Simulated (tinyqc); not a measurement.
Inside a calculation. Method: UHF in the sto-6g basis, for H2O, spin multiplicity 1. One step of it, computed by the program tinyqc.

Question. Iteration 2: building the Fock matrix. J_ij = sum D_kl (ij|kl) with D = D(alpha) + D(beta), K_ij = sum D_kl (ik|jl) for each spin; F = H + J - K(s); E = tr D H + tr D J / 2 - 0.5 sum_s tr D(s) K(s) + E_nn.

D(alpha) after iteration 1:
```
            1O 1s      1O 2s     1O 2px     1O 2py     1O 2pz      2H 1s      3H 1s
1O 1s    1.055822  -0.242671   0.018505  -0.001604   0.008798   0.001040  -0.003120
1O 2s   -0.242671   1.066313  -0.128888   0.010427  -0.051355  -0.035728  -0.005315
1O 2px   0.018505  -0.128888   0.933121  -0.080534  -0.080311   0.274274   0.063610
1O 2py  -0.001604   0.010427  -0.080534   0.825102   0.007557   0.106556  -0.142307
1O 2pz   0.008798  -0.051355  -0.080311   0.007557   0.941026   0.054902   0.076087
2H 1s    0.001040  -0.035728   0.274274   0.106556   0.054902   0.107995   0.003849
3H 1s   -0.003120  -0.005315   0.063610  -0.142307   0.076087   0.003849   0.034441
```

D(beta) after iteration 1:
```
            1O 1s      1O 2s     1O 2px     1O 2py     1O 2pz      2H 1s      3H 1s
1O 1s    1.055822  -0.242671  -0.018505  -0.001604   0.008798   0.001040  -0.003120
1O 2s   -0.242671   1.066313   0.128888   0.010427  -0.051355  -0.035728  -0.005315
1O 2px  -0.018505   0.128888   0.933121   0.080534   0.080311  -0.274274  -0.063610
1O 2py  -0.001604   0.010427   0.080534   0.825102   0.007557   0.106556  -0.142307
1O 2pz   0.008798  -0.051355   0.080311   0.007557   0.941026   0.054902   0.076087
2H 1s    0.001040  -0.035728  -0.274274   0.106556   0.054902   0.107995   0.003849
3H 1s   -0.003120  -0.005315  -0.063610  -0.142307   0.076087   0.003849   0.034441
```

core Hamiltonian H = T + V (hartree):
```
             1O 1s      1O 2s     1O 2px     1O 2py     1O 2pz      2H 1s      3H 1s
1O 1s   -32.845117  -7.258572   0.000000  -0.000775  -0.011912  -1.164034  -1.043626
1O 2s    -7.258572  -9.068184   0.000000  -0.008338  -0.138871  -2.720070  -2.503051
1O 2px    0.000000   0.000000  -7.326256   0.000000   0.000000   0.000000   0.000000
1O 2py   -0.000775  -0.008338   0.000000  -7.440160  -0.003776  -1.709884   1.596449
1O 2pz   -0.011912  -0.138871   0.000000  -0.003776  -7.370858  -1.101557  -1.029591
2H 1s    -1.164034  -2.720070   0.000000  -1.709884  -1.101557  -4.403842  -0.746478
3H 1s    -1.043626  -2.503051   0.000000   1.596449  -1.029591  -0.746478  -4.268815
```

Two-electron integrals (ij|kl) in chemists' order, unique and non-zero (hartree):
```
(11|11) 4.787491    (21|11) 0.675884    (21|21) 0.121505    (22|11) 1.117379
(22|21) 0.249212    (22|22) 0.817383    (31|31) 0.025762    (32|31) 0.039145
(32|32) 0.180664    (33|11) 1.117381    (33|21) 0.249212    (33|22) 0.817382
(33|33) 0.880663    (41|41) 0.025762    (42|41) 0.039145    (42|42) 0.180664
(43|43) 0.047461    (44|11) 1.117381    (44|21) 0.249212    (44|22) 0.817382
(44|33) 0.785741    (44|44) 0.880663    (51|51) 0.025762    (52|51) 0.039145
(52|52) 0.180664    (53|53) 0.047461    (54|54) 0.047461    (55|11) 1.117381
(55|21) 0.249212    (55|22) 0.817382    (55|33) 0.785741    (55|44) 0.785741
(55|55) 0.880663    (61|11) 0.114585    (61|21) 0.019755    (61|22) 0.039671
(61|33) 0.039587    (61|41) 0.000822    (61|42) 0.001611    (61|44) 0.039768
(61|51) 0.000514    (61|52) 0.001008    (61|54) 0.000114    (61|55) 0.039658
(61|61) 0.003274    (62|11) 0.294616    (62|21) 0.066707    (62|22) 0.244289
(62|33) 0.240130    (62|41) 0.004546    (62|42) 0.034379    (62|44) 0.249096
(62|51) 0.002845    (62|52) 0.021513    (62|54) 0.005611    (62|55) 0.243641
(62|61) 0.010920    (62|62) 0.093198    (63|31) 0.007196    (63|32) 0.041215
(63|43) 0.006997    (63|53) 0.004379    (63|63) 0.012744    (64|11) 0.186894
(64|21) 0.042895    (64|22) 0.167484    (64|33) 0.160092    (64|41) 0.009710
(64|42) 0.063121    (64|44) 0.179966    (64|51) 0.001573    (64|52) 0.013708
(64|54) 0.008059    (64|55) 0.162395    (64|61) 0.007321    (64|62) 0.077655
(64|64) 0.076654    (65|11) 0.116955    (65|21) 0.026843    (65|22) 0.104808
(65|33) 0.100182    (65|41) 0.001573    (65|42) 0.013708    (65|44) 0.103862
(65|51) 0.008181    (65|52) 0.049793    (65|54) 0.009300    (65|55) 0.110380
(65|61) 0.004581    (65|62) 0.048595    (65|64) 0.039993    (65|65) 0.037771
(66|11) 0.457616    (66|21) 0.105536    (66|22) 0.443568    (66|33) 0.426514
(66|41) 0.008777    (66|42) 0.092304    (66|44) 0.463277    (66|51) 0.005492
(66|52) 0.057762    (66|54) 0.023006    (66|55) 0.440911    (66|61) 0.017421
(66|62) 0.220865    (66|64) 0.209681    (66|65) 0.131214    (66|66) 0.774999
(71|11) 0.102664    (71|21) 0.017704    (71|22) 0.035566    (71|33) 0.035490
(71|41) -0.000737   (71|42) -0.001446   (71|44) 0.035652    (71|51) 0.000461
(71|52) 0.000905    (71|54) -0.000101   (71|55) 0.035554    (71|61) 0.002883
(71|62) 0.009410    (71|64) 0.005787    (71|65) 0.003953    (71|66) 0.014842
(71|71) 0.002629    (72|11) 0.270118    (72|21) 0.061189    (72|22) 0.224836
(72|33) 0.220979    (72|41) -0.004173   (72|42) -0.031860   (72|44) 0.229293
(72|51) 0.002611    (72|52) 0.019937    (72|54) -0.005202   (72|55) 0.224235
(72|61) 0.009628    (72|62) 0.066301    (72|64) 0.038719    (72|65) 0.033597
(72|66) 0.124659    (72|71) 0.008981    (72|72) 0.079810    (73|31) 0.006522
(73|32) 0.037611    (73|43) -0.006450   (73|53) 0.004036    (73|63) 0.008597
(73|73) 0.010765    (74|11) -0.173753   (74|21) -0.039889   (74|22) -0.156235
(74|33) -0.149403   (74|41) 0.008844    (74|42) 0.058053    (74|44) -0.167761
(74|51) -0.001453   (74|52) -0.012791   (74|54) 0.007451    (74|55) -0.151540
(74|61) -0.006010   (74|62) -0.039471   (74|64) -0.015138   (74|65) -0.019605
(74|66) -0.068886   (74|71) -0.006098   (74|72) -0.067385   (74|74) 0.066927
(75|11) 0.108726    (75|21) 0.024960    (75|22) 0.097764    (75|33) 0.093489
(75|41) -0.001453   (75|42) -0.012791   (75|44) 0.096904    (75|51) 0.007431
(75|52) 0.045615    (75|54) -0.008587   (75|55) 0.102898    (75|61) 0.004095
(75|62) 0.033916    (75|64) 0.019457    (75|65) 0.025480    (75|66) 0.069096
(75|71) 0.003816    (75|72) 0.042166    (75|74) -0.035144   (75|75) 0.032756
(76|11) 0.074208    (76|21) 0.016961    (76|22) 0.067055    (76|33) 0.065686
(76|41) -0.000015   (76|42) -0.000174   (76|44) 0.067171    (76|51) 0.001164
(76|52) 0.010371    (76|54) -0.000038   (76|55) 0.068309    (76|61) 0.002735
(76|62) 0.024679    (76|64) 0.017901    (76|65) 0.014517    (76|66) 0.059615
(76|71) 0.002454    (76|72) 0.023031    (76|74) -0.017078   (76|75) 0.013699
(76|76) 0.008250    (77|11) 0.440802    (77|21) 0.101697    (77|22) 0.429239
(77|33) 0.413100    (77|41) -0.008237   (77|42) -0.087976   (77|44) 0.447891
(77|51) 0.005154    (77|52) 0.055051    (77|54) -0.021770   (77|55) 0.426723
(77|61) 0.015958    (77|62) 0.131293    (77|64) 0.071402    (77|65) 0.071941
(77|66) 0.268348    (77|71) 0.015039    (77|72) 0.201340    (77|74) -0.193512
(77|75) 0.121090    (77|76) 0.059615    (77|77) 0.774999
```

nuclear repulsion = 7.58140611 hartree

Give: Coulomb J; exchange K(alpha); exchange K(beta); F(alpha); F(beta); total energy of this density.

Answer.

Coulomb J (hartree):
```
          1O 1s   1O 2s  1O 2px   1O 2py   1O 2pz   2H 1s    3H 1s
1O 1s   18.1876  3.2597  0.0000   0.0013  -0.0005  0.5333   0.4779
1O 2s    3.2597  8.5729  0.0000   0.0099   0.0151  2.5122   2.3028
1O 2px   0.0000  0.0000  8.5658   0.0000   0.0000  0.0000   0.0000
1O 2py   0.0013  0.0099  0.0000   8.5749   0.0028  1.7062  -1.5780
1O 2pz  -0.0005  0.0151  0.0000   0.0028   8.5781  1.0715   0.9936
2H 1s    0.5333  2.5122  0.0000   1.7062   1.0715  4.5239   0.6809
3H 1s    0.4779  2.3028  0.0000  -1.5780   0.9936  0.6809   4.3276
```

exchange K(alpha) (hartree):
```
          1O 1s    1O 2s   1O 2px   1O 2py   1O 2pz   2H 1s    3H 1s
1O 1s    4.9248   0.7830  -0.0005   0.0000   0.0009  0.1378   0.1239
1O 2s    0.7830   1.3816  -0.0297   0.0020  -0.0057  0.4161   0.3831
1O 2px  -0.0005  -0.0297   1.1093  -0.0312  -0.0320  0.0680   0.0195
1O 2py   0.0000   0.0020  -0.0312   1.1099   0.0029  0.2710  -0.2573
1O 2pz   0.0009  -0.0057  -0.0320   0.0029   1.1466  0.1723   0.1628
2H 1s    0.1378   0.4161   0.0680   0.2710   0.1723  0.3301   0.0865
3H 1s    0.1239   0.3831   0.0195  -0.2573   0.1628  0.0865   0.2690
```

exchange K(beta) (hartree):
```
         1O 1s    1O 2s   1O 2px   1O 2py   1O 2pz    2H 1s    3H 1s
1O 1s   4.9248   0.7830   0.0005   0.0000   0.0009   0.1378   0.1239
1O 2s   0.7830   1.3816   0.0297   0.0020  -0.0057   0.4161   0.3831
1O 2px  0.0005   0.0297   1.1093   0.0312   0.0320  -0.0680  -0.0195
1O 2py  0.0000   0.0020   0.0312   1.1099   0.0029   0.2710  -0.2573
1O 2pz  0.0009  -0.0057   0.0320   0.0029   1.1466   0.1723   0.1628
2H 1s   0.1378   0.4161  -0.0680   0.2710   0.1723   0.3301   0.0865
3H 1s   0.1239   0.3831  -0.0195  -0.2573   0.1628   0.0865   0.2690
```

F(alpha) (hartree):
```
           1O 1s    1O 2s   1O 2px   1O 2py   1O 2pz    2H 1s    3H 1s
1O 1s   -19.5823  -4.7819   0.0005   0.0004  -0.0132  -0.7685  -0.6897
1O 2s    -4.7819  -1.8769   0.0297  -0.0005  -0.1181  -0.6239  -0.5833
1O 2px    0.0005   0.0297   0.1302   0.0312   0.0320  -0.0680  -0.0195
1O 2py    0.0004  -0.0005   0.0312   0.0249  -0.0038  -0.2747   0.2758
1O 2pz   -0.0132  -0.1181   0.0320  -0.0038   0.0607  -0.2023  -0.1989
2H 1s    -0.7685  -0.6239  -0.0680  -0.2747  -0.2023  -0.2101  -0.1521
3H 1s    -0.6897  -0.5833  -0.0195   0.2758  -0.1989  -0.1521  -0.2102
```

F(beta) (hartree):
```
           1O 1s    1O 2s   1O 2px   1O 2py   1O 2pz    2H 1s    3H 1s
1O 1s   -19.5823  -4.7819  -0.0005   0.0004  -0.0132  -0.7685  -0.6897
1O 2s    -4.7819  -1.8769  -0.0297  -0.0005  -0.1181  -0.6239  -0.5833
1O 2px   -0.0005  -0.0297   0.1302  -0.0312  -0.0320   0.0680   0.0195
1O 2py    0.0004  -0.0005  -0.0312   0.0249  -0.0038  -0.2747   0.2758
1O 2pz   -0.0132  -0.1181  -0.0320  -0.0038   0.0607  -0.2023  -0.1989
2H 1s    -0.7685  -0.6239   0.0680  -0.2747  -0.2023  -0.2101  -0.1521
3H 1s    -0.6897  -0.5833   0.0195   0.2758  -0.1989  -0.1521  -0.2102
```

total energy of this density = -75.010662 hartree
